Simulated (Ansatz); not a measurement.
## How well does each level of theory give the c axis length of anatase TiO₂ (metastable phase)?

Reference value: 9.514 Å (measured, room temperature, no zero-point or thermal correction; as tabulated in Horn, Schwerdtfeger, Meagher, Refinement of the structure of anatase at several …).

Question: Put these levels in order of the c axis length that they give for anatase TiO₂ (metastable phase), smallest first: HSE06 (Ansatz, an electronic-structure program), LDA (Ansatz), rVV10 (Ansatz), r²SCAN+rVV10 (Ansatz).

Answer: LDA (9.455 Å), r²SCAN+rVV10 (9.530 Å), HSE06 (9.585 Å), rVV10 (9.686 Å)

Differences against the reference: LDA -0.62 %, rVV10 +1.81 %, r²SCAN+rVV10 +0.17 %, HSE06 +0.75 %.

The measured value isn't corrected to a static lattice, so vibrations enter the comparison. A static lattice is as a rule a little smaller than the measured one.  Cutoffs and k meshes differ between the levels. Ansatz's density-functional and Hartree–Fock values are scalar-relativistic unless marked +SOC, with PAW data made under PBE.

Differences are worked out from the printed values.
